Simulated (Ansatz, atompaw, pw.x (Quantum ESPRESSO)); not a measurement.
niobium (Nb): does the PAW (atompaw) potential hold in the solid?

- Element: Nb
- Generator: atompaw 4.2.0.5
- Type: PAW
- Functional: LDA (PW92)
- Relativity: scalar-relativistic
- Frozen core: [Kr]
- Valence charge: 5
- Reference configuration: 4d4 5s1 5p0
- Partial waves: 5s (bound): rc 3.00 bohr; 5s channel at 0.9 Ry: rc 2.45 bohr; 5p (bound, empty): rc 3.00 bohr; 5p channel at 1.9 Ry: rc 3.00 bohr; 4d (bound): rc 2.95 bohr; 4d channel at 0.25 Ry: rc 3.00 bohr
- Local potential: bessel scheme, radius 1.95 bohr
- Core correction: smooth core density matched at 2.30 bohr
- Augmentation charge: sinc compensation charge, radius 2.25 bohr; PAW radius 3.00 bohr; waves and projectors: custom rrkj gramschmidtortho

Atomic tests: cutoffs needed: 10 Ry and 12 Ry (the cutoffs (Ry, on a coarse ladder) from which the occupation-weighted sum of valence levels, in a spherical-Bessel basis at the reference potential, stays within 10 and 1 mRy of its value at 400 Ry); ghost test: no extra level below or beside the all-electron valence levels (s, p, d, f tested) (spherical-Bessel basis up to 400 Ry, 20 bohr box); lowest eigenvalue of the overlap operator: 0.23 (s channel).

Crystal test: diamond Nb in pw.x 7.5, no spin, 8³ k-points, Fermi–Dirac smearing 0.01 Ry, cutoffs 40/400 Ry. The reference is all-electron LAPW (Ansatz 0.2.0) with the same functional, mesh and smearing; V0 and B0 come from Birch–Murnaghan fits to the pressures at five volumes. Errors are pseudo minus all-electron; Δ is the rms difference of the E(V) curves that follow from these fits, minima aligned, over ±6 % about the mean V0. Mesh and smearing are coarse, so the numbers serve the comparison and aren't converged zero-temperature values; the lattice is a test structure that the element need not adopt.

All-electron: a0 = 5.763 Å (V0 = 23.92 Å³/atom), B0 = 78.4 GPa.

Q: How far does the potential miss the all-electron equation of state?

A: mean pressure error (GPa): -3.07; a0 (Å): 5.681; a0 error (%): -1.42; B0 error (%): -3.5; Δ (meV/atom): 17.1. The largest radius (3.00 bohr) exceeds half the bond length (2.36 bohr), so the spheres overlap, which is one possible source of error among others. This is a poor potential for the solid.

| V (Å³/atom) | P all-electron (GPa) | P pseudo (GPa) |
| --- | --- | --- |
| 22.685 | 4.60 | 0.78 |
| 23.282 | 2.23 | -1.17 |
| 23.879 | 0.14 | -2.89 |
| 24.476 | -1.72 | -4.42 |
| 25.073 | -3.37 | -5.78 |

Q: At the middle volume, how do free energy and pressure move when the wave cutoff is lowered (ecutrho held at 400 Ry)?

A:

| cutoff (Ry) | shift of F (meV/atom) | shift of P (GPa) |
| --- | --- | --- |
| 18 | +10.0 | -0.36 |
| 24 | +4.1 | -0.03 |
| 32 | +0.5 | +0.02 |

Input at the middle volume:

```
&control
  calculation='scf', prefix='x', pseudo_dir='./', outdir='./tmp', tstress=.true., disk_io='low'
/
&system
  ibrav=0, nat=2, ntyp=1, ecutwfc=40, ecutrho=400, nbnd=12,
  occupations='smearing', smearing='fd', degauss=0.01
/
&electrons
  conv_thr=1e-09, mixing_beta=0.4, electron_maxstep=70
/
ATOMIC_SPECIES
Nb 1.0 Nb.UPF
CELL_PARAMETERS angstrom
  0.00000000 2.87964341 2.87964341
  2.87964341 0.00000000 2.87964341
  2.87964341 2.87964341 0.00000000
ATOMIC_POSITIONS crystal
Nb 0.0000 0.0000 0.0000
Nb 0.2500 0.2500 0.2500
K_POINTS automatic
8 8 8 0 0 0
```

```bash
pw.x < Nb.scf.in > Nb.scf.out
```

Lines of the output:

```
Message from routine setup:
     using ibrav=0 with symmetry is DISCOURAGED, use correct ibrav instead
     lattice parameter (alat)  =       7.6958  a.u.
     unit-cell volume          =     322.2870 (a.u.)^3
     number of electrons       =        10.00
     number of Kohn-Sham states=           12
     kinetic-energy cutoff     =      40.0000  Ry
     charge density cutoff     =     400.0000  Ry
     scf convergence threshold =      1.0E-09
     Exchange-correlation= SLA PW NOGX NOGC
     number of k points=    29  Fermi-Dirac smearing, width (Ry)=  0.0100
     iteration #  1     ecut=    40.00 Ry     beta= 0.40
     total energy              =    -469.89479024 Ry
     estimated scf accuracy    <       0.01160458 Ry
     iteration #  2     ecut=    40.00 Ry     beta= 0.40
     total energy              =    -469.89777620 Ry
     estimated scf accuracy    <       0.00368758 Ry
     iteration #  3     ecut=    40.00 Ry     beta= 0.40
     total energy              =    -469.89850605 Ry
     estimated scf accuracy    <       0.00057595 Ry
     iteration #  4     ecut=    40.00 Ry     beta= 0.40
     total energy              =    -469.89867916 Ry
     estimated scf accuracy    <       0.00001536 Ry
     iteration #  5     ecut=    40.00 Ry     beta= 0.40
     total energy              =    -469.89873711 Ry
     estimated scf accuracy    <       0.00000528 Ry
     iteration #  6     ecut=    40.00 Ry     beta= 0.40
     total energy              =    -469.89873800 Ry
     estimated scf accuracy    <       0.00000064 Ry
     iteration #  7     ecut=    40.00 Ry     beta= 0.40
     total energy              =    -469.89873827 Ry
     estimated scf accuracy    <       0.00000012 Ry
     iteration #  8     ecut=    40.00 Ry     beta= 0.40
     total energy              =    -469.89873822 Ry
     estimated scf accuracy    <       0.00000019 Ry
     iteration #  9     ecut=    40.00 Ry     beta= 0.40
     total energy              =    -469.89873818 Ry
     estimated scf accuracy    <       0.00000006 Ry
     iteration # 10     ecut=    40.00 Ry     beta= 0.40
     the Fermi energy is     6.9219 ev
!    total energy              =    -469.89873821 Ry
     estimated scf accuracy    <          8.2E-10 Ry
     smearing contrib. (-TS)   =      -0.01414348 Ry
     convergence has been achieved in  10 iterations
          total   stress  (Ry/bohr**3)                   (kbar)     P=      -28.88
```

The run at the middle volume (29 k-points, 10 iterations) took about 16 s on one core of a shared host (Intel(R) Xeon(R) Platinum 8488C, 192 threads, 744 GiB, load 134).
